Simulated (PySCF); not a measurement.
C₂H₇N, SMILES N(C)C (connectivity only; charge and spin as stated), charge +1, multiplicity 2. Atoms are numbered in the order given.

```xyz
10

C      1.2734     0.0003    -0.2074
N      0.0000     0.0000     0.4427
C     -1.2734    -0.0003    -0.2074
H      1.8409    -0.8825     0.1186
H      1.1547     0.0075    -1.2861
H      1.8476     0.8735     0.1310
H      0.0000     0.0000     1.4627
H     -1.8476    -0.8735     0.1310
H     -1.8409     0.8825     0.1186
H     -1.1547    -0.0075    -1.2861
```
Charge +1, spin multiplicity 2.

Geometry: B3LYP-D3(BJ)/def2-TZVP. The spin state was assumed, not searched.

These are B3LYP-D3(BJ)/def2-TZVP (PySCF) values and carry that method's errors.

Frequencies are harmonic and unscaled.

A small imaginary wavenumber (i) marks a very flat motion, where grid noise or a shallow saddle decides the sign.

```tsv
mode	ν (cm⁻¹)	IR (km/mol)	moving atoms (share of kinetic energy)
1	20i	0.0	H 97 %
2	52	2.7	H 76 %, N 19 %
3	434	0.0	H 39 %, C 36 %, N 24 %
4	650	50.3	H 84 %, N 15 %
5	878	1.3	C 58 %, H 26 %, N 16 %
6	965	0.0	H 81 %, C 19 %
7	1041	42.5	H 84 %, C 14 %
8	1099	0.3	H 67 %, C 20 %, N 13 %
9	1119	34.0	C 40 %, N 40 %, H 20 %
10	1247	2.1	H 55 %, C 25 %, N 20 %
11	1374	64.0	H 94 %
12	1388	0.3	H 92 %
13	1416	0.0	H 97 %
14	1438	45.7	H 96 %
15	1442	2.1	H 86 %, C 9 %
16	1496	30.2	H 92 %
17	1530	16.5	H 78 %, N 18 %
18	2975	99.3	H 97 %
19	2987	1.0	H 97 %
20	3016	0.0	H 92 %, C 8 %
21	3021	21.7	H 91 %, C 9 %
22	3173	7.7	H 91 %, C 9 %
23	3177	1.1	H 91 %, C 9 %
24	3477	87.1	H 93 %
```
